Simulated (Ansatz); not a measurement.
We consider bcc W, described by B3LYP (VWN-RPA form) (Ansatz, a quantum-chemistry and plane-wave program, PAW).

Settings: plane-wave cutoff 460 eV, 14×14×14 k mesh, Fermi–Dirac smearing 0.05 eV, no spin polarisation, scalar-relativistic PAW data made under PBE.

Pressure at four volumes; x = ln(V/16.311 Å³). One pressure is withheld.

```json
[
 {"V (Å³/atom)": "15.495", "x": "-0.0513", "P (GPa)": "?"},
 {"V (Å³/atom)": "15.782", "x": "-0.0330", "P (GPa)": "11.17"},
 {"V (Å³/atom)": "16.311", "x": "0.0000", "P (GPa)": "0.24"},
 {"V (Å³/atom)": "17.126", "x": "0.0488", "P (GPa)": "-13.35"}
]
```

Pass a parabola P(x) through the three rows shown, estimate the bulk modulus and its pressure derivative near zero pressure, and predict the withheld pressure.

Slopes between the rows: (0.24 − (11.17))/(0.0000 − (-0.0330)) = -331.21 and (-13.35 − (0.24))/(0.0488 − (0.0000)) = -278.48 GPa. Their difference over the span 0.0818 is c = 52.73/0.0818 = 644.6 GPa, so P(x) = 11.17 + (-331.21)(x − (-0.0330)) + 644.6 (x − (-0.0330))(x − (0.0000)). At the middle row B = −dP/dx = −[-331.21 + 644.6 × 0.0330] = 309.9 GPa, and B′ = dB/dP = 2c/B = 4.2. At x = -0.0513 the parabola gives 17.84 GPa; the run gives 17.94 GPa. The Birch–Murnaghan fit to the energies at all volumes has B0 = 308 GPa and B′ = 4.3.

Measured, for comparison: bulk modulus 312 GPa (zero-point energy and finite temperature contributions removed, our sources range from 300 to 328; as tabulated in doi:10.1021/acs.jctc.3c00612). Computed (rounded) less measured: bulk modulus -1 % (inside the range of the sources held).

Spin–orbit coupling is not included.
